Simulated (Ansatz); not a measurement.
Mulliken charges of formaldehyde (`C=O`) from PBE/def2-TZVPP in Ansatz (PBE0-D4/def2-TZVP geometry).

| atom | x (Å) | y (Å) | z (Å) | charge (e) |
| --- | --- | --- | --- | --- |
| C1 | -0.003 | -0.002 | -0.003 | 0.071 |
| O2 | 0.692 | 0.544 | 0.801 | -0.203 |
| H3 | -0.545 | 0.560 | -0.790 | 0.066 |
| H4 | -0.144 | -1.102 | -0.008 | 0.066 |

Task: By hand: the dipole of these point charges (1 e Å = 4.8032 D).

Result: Σ q r = (-0.186, -0.146, -0.215) e Å, of length 0.320 e Å = 1.54 D.

Task: How does the dipole of the full density compare? (Best estimate.)

Result: The calculation gave: (-0.257, -0.202, -0.297) e Å, 2.12 D; the point charges give 0.73 times that, at 0° from its direction.

Point charges leave out the atoms' own dipoles, such as those of lone pairs, and Mulliken's split depends on the basis, so the two needn't agree.
